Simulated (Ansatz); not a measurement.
## Isomers of CH4ClSi

2 of its isomers, all doublets with charge 0: A = `[CH2][SiH2]Cl`; B = `C[SiH]Cl`.

Shapes, held fixed at every level: PBE0-D4/def2-TZVP. Flexible molecules stand in one conformer, not always the lowest. Programs: Ansatz 0.2.0.

A:

```xyz
7

C    -0.9561    0.0881   -0.6027
Si    0.6570    0.0493    0.2647
Cl    0.6315   -1.3902    1.7473
H    -1.1611   -0.5215   -1.4767
H    -1.7961    0.6719   -0.2403
H     0.9348    1.3440    0.9291
H     1.7512   -0.3097   -0.6670
```

B:

```xyz
7

C    -0.6368    0.4633   -0.3290
Si    1.0038   -0.3933   -0.0876
Cl    0.6852   -2.3029    0.6276
H    -0.4753    1.4845   -0.6828
H    -1.1820    0.5030    0.6184
H    -1.2492   -0.0666   -1.0603
H     1.8544    0.3121    0.9137
```

Electronic energies in kJ/mol, without zero-point or thermal terms.

**Question.** Which isomer should be the most stable, and roughly by how much?

**Answer.** B < A in rising energy, over a span of 47 kJ/mol, by CCSD(T)/CBS estimate. All levels agree on that. The B − A difference spans -56.8 to -17.0 kJ/mol over the levels. Open shells run unrestricted unless RO is named. The CBS estimate extrapolates MP2 from def2-TZVPP and def2-QZVPP and adds CCSD(T) − MP2 in the triple-zeta set, cores frozen.

```csv
level,kind,B − A
HF/def2-SVP,Hartree–Fock,-19.6
HF/def2-TZVPP,Hartree–Fock,-17.0
r2SCAN-D4/def2-TZVPP,meta-GGA,-50.2
r2SCAN0-D4/def2-TZVPP,global hybrid,-47.3
MP2/def2-TZVPP,perturbation theory,-56.8
CCSD(T)/def2-SVP,coupled cluster or CI,-50.0
CCSD/def2-TZVPP,coupled cluster or CI,-42.6
CCSD(T)/CBS estimate,coupled cluster or CI,-46.6
```
